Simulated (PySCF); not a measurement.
Frontier levels across methods

Acrylonitrile, C3H3N.
Structure used (PBE0-D3(BJ)/def2-SVP), in Å, numbered top down from 1:
```
atom  x, y, z in Å
C1    -1.0238    0.2621   -0.0015
C2     0.0940   -0.4722   -0.0381
C3     1.4020    0.0959    0.0420
N4     2.4700    0.5430    0.1050
H5    -0.9925    1.3499    0.0935
H6    -2.0027   -0.2168   -0.0670
H7     0.0529   -1.5616   -0.1338
```

Basis pcSseg-2 throughout (PySCF), one geometry. Geometry: PBE0-D3(BJ)/def2-SVP; no solvent, vibrations or thermal averaging.

Task: How do the orbital energies, the gap and the dipole change with the method?

Result: 
| method | kind | HOMO (eV) | LUMO (eV) | gap (eV) | μ (D) | SCF cycles |
| --- | --- | --- | --- | --- | --- | --- |
| BLYP | GGA | -7.18 | -2.63 | 4.55 | 3.93 | 16 |
| B97-D | GGA | -7.27 | -2.67 | 4.60 | 3.94 | 15 |
| KT2 | GGA | -7.30 | -2.70 | 4.60 | 3.91 | 15 |
| KT3 | GGA | -7.32 | -2.70 | 4.62 | 3.89 | 16 |
| OPBE | GGA | -7.34 | -2.69 | 4.65 | 3.90 | 16 |
| PBE | GGA | -7.35 | -2.77 | 4.58 | 3.92 | 16 |
| BP86 | GGA | -7.43 | -2.85 | 4.59 | 3.93 | 15 |
| LDA | LDA | -7.57 | -3.01 | 4.56 | 4.00 | 15 |
| B3LYP | global hybrid | -8.23 | -2.03 | 6.21 | 4.04 | 14 |
| PBE0 | global hybrid | -8.46 | -1.80 | 6.66 | 4.05 | 14 |
| mPW1PW91 | global hybrid | -8.48 | -1.81 | 6.66 | 4.05 | 14 |
| HF | Hartree–Fock | -10.84 | 1.93 | 12.77 | 4.41 | 12 |

The HOMO spans 3.66 eV, from BLYP down to HF, and the gap runs from 4.55 eV (BLYP) to 12.77 eV (HF). Over the methods BLYP (0 %), B97-D (0 %), KT2 (0 %), KT3 (0 %), OPBE (0 %), PBE (0 %), BP86 (0 %), LDA (0 %), B3LYP (20 %), PBE0 (25 %), mPW1PW91 (25 %), HF (100 %), a straight line through the gap against the share of exact exchange rises by 0.82 eV for each 10 % (correlation coefficient 1.000). The dipole ranges from 3.89 D (KT3) to 4.41 D (HF). This basis has no diffuse functions.

Reference dipole: 3.88 D (measured, gas; NIST CCCBDB Release 22 (SRD 101), experimental dipoles); nearest here: KT3 (3.89 D). 

The vertical ΔSCF ionisation energy at CAM-B3LYP/def2-SVPD is 10.87 eV; −ε(HOMO) comes closest to it with HF (10.84 eV).
